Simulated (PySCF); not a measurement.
Input of a run (PBE0-D3(BJ)/def2-TZVP geometry optimisation, gas phase (PySCF 2.14.0)), started from GFN2-xTB:
```
{"job": {"xc": "PBE0", "basis": "def2-TZVP", "d3": "d3bj", "grid": 2, "kind": "geom"}, "charge": 0, "multiplicity": 1}
C      1.626285     0.198686    -0.244365
C      0.529207    -0.638283     0.409025
C     -0.732684     0.170430     0.566248
C     -1.688021     0.286116    -0.560245
S     -2.287878    -0.720265     0.808354
H      1.858729     1.068099     0.366518
H      1.309807     0.543953    -1.225956
H      2.530667    -0.392834    -0.359921
H      0.863355    -0.983068     1.390040
H      0.318264    -1.518668    -0.201434
H     -0.633892     1.035896     1.214842
H     -1.481520    -0.266853    -1.467161
H     -2.216708     1.217277    -0.713674
```

Output (energies in Eh, forces in Eh/bohr):
```
step   0  E = -555.16161773  max force = 0.007252
step   1  E = -555.16190414  max force = 0.001954
step   2  E = -555.16193471  max force = 0.000674
step   3  E = -555.16196091  max force = 0.001094
step   4  E = -555.16198405  max force = 0.001052
step   5  E = -555.16200187  max force = 0.000843
step   6  E = -555.16200682  max force = 0.000568
step   7  E = -555.16200969  max force = 0.000280
optimisation converged
```

**Question.** Summarise the run.

**Answer.** The energy falls by 0.011 eV over 8 energy and gradient evaluations, the largest force component goes from 0.0073 to 2.8e-04 Eh/bohr, and the atoms move by 0.018 Å rms after alignment. Among the bonds, C1–C2, C2–C3, C1–H6, C1–H7 and C1–H8 change most and about equally (-0.005 to +0.005 Å). Bonds longer at the end by more than 0.005 Å: 3 of 13; shorter: 0. The energy never rose by more than 1e-6 Eh on the way. The first step brought 73 % of the lowering.

**Question.** What are the final bond lengths?

**Answer.** C1–C2 1.522 Å, C2–C3 1.503 Å, C3–C4 1.478 Å, C4–S5 1.804 Å, C3–S5 1.810 Å, C1–H6 1.093 Å, C1–H7 1.093 Å, C1–H8 1.092 Å, C2–H9 1.094 Å, C2–H10 1.094 Å, C3–H11 1.087 Å, C4–H12 1.085 Å, C4–H13 1.084 Å. Numbering counts from 1 in the input's order; the species is `CC[C@H]1CS1` (2-ethylthiirane).

The run used 209 basis functions and 52 SCF cycles in all.

No PBE0-D3(BJ)/def2-TZVP frequencies stand behind this structure, so it isn't proved a minimum. The numbers are those of one conformer.

Conformer computed: `[CH3:1][CH2:2][C@H:3]1[CH2:4][S:5]1`: C1–C2–C3–C4 85°.
